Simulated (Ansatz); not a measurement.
C3H6O, SMILES `CC(C)=O` (charge 0, multiplicity 1).

All values below come from LC-ωPBE/cc-pVTZ // B3LYP-D3(BJ)/def2-TZVP (Ansatz, a first-principles code).

Ansatz 0.2 input:
```yaml
crystal:
  periodic: [false, false, false]
  atoms:
    - { symbol: C, position_ang: [1.245267, -0.24827, -0.253928] }
    - { symbol: C, position_ang: [0.020495, 0.630377, -0.125287] }
    - { symbol: C, position_ang: [-1.254989, -0.054061, 0.314423] }
    - { symbol: O, position_ang: [0.058838, 1.815216, -0.361472] }
    - { symbol: H, position_ang: [2.086103, 0.334542, -0.622274] }
    - { symbol: H, position_ang: [1.496628, -0.68139, 0.717859] }
    - { symbol: H, position_ang: [1.045969, -1.083023, -0.930454] }
    - { symbol: H, position_ang: [-2.05248, 0.676875, 0.424398] }
    - { symbol: H, position_ang: [-1.099463, -0.580545, 1.259295] }
    - { symbol: H, position_ang: [-1.546265, -0.806623, -0.423133] }
basis:
  gaussian: { orbitals: cc-pVTZ }
hamiltonian:
  xc: lc_wpbe
```

Output:

```
Functional definition: LC-wPBE
1019 factors; their error is unknown
333 factors; integrals over basis functions are off by at most 2.0e-5 eV
mean field evaluation 1: about -5249.8550 eV, gradient 5.1e1 eV
mean field evaluation 2: about -5250.3229 eV, gradient 5.4e1 eV
mean field evaluation 4: about -5254.6519 eV, gradient 2.0e0 eV
mean field evaluation 8: about -5254.6654 eV, gradient 1.2e-1 eV
mean field evaluation 16: about -5254.6416 eV, gradient 5.0e-5 eV
mean field -5254.64156304 eV, -193.1045157178 hartree, gradient 5.0e-5 eV, S^2 0.000000; 0 other end points of the search recorded, 0 dependent functions left out
reference -5254.64156305 eV, -193.1045157180 hartree; 16, 16 occupied and 188, 188 virtual orbitals, 1019 factors
Total energy: -5254.64156305 eV, -193.1045157180 hartree
```
